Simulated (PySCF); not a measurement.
## GeCl⁺, singlet in cc-pVDZ: errors against RCCSDT(Q)

Geometry: that of the GeCl⁺, triplet, kept fixed.

```csv
atom,x (Å),y (Å),z (Å)
Ge,0.0000,0.0000,0.0000
Cl,0.0000,0.0000,2.1206
```

Basis cc-pVDZ; PySCF 2.14.0. Only valence electrons are correlated (noble-gas cores and the filled d shells of p-block atoms frozen), which leaves 10 electrons in 26 orbitals. R marks a restricted (for open shells ROHF) determinant. No spin–orbit coupling is included, and no scalar relativity.

Full CI isn't at hand for all of this; RCCSDT(Q) serves as the reference, and is uncertain by the last step of the cluster series or more.

* T1 diagnostic (ROHF- or RHF-based CCSD): 0.0231
* largest doubles amplitude (ROHF- or RHF-based CCSD): 0.060

```tsv
level	E − E(RCCSDT(Q)) (kcal/mol)	share of correlation (%)	wall time
RHF	139.23	0.00	–
RMP2	19.79	85.79	–
RCCSD	5.55	96.01	–
RCCSD(T)	0.97	99.30	0.45 s
RCCSDT	0.45	99.68	–
```

The correlation energy at RCCSDT(Q), counted from RHF, is -6.038 eV. That run took 11 s on 1 thread of INTEL XEON PLATINUM 8581C, shared host.

Times are those of the correlated step on a shared host, with one SCF added for the restricted CCSD run; they ran on 1 thread of INTEL XEON PLATINUM 8581C.
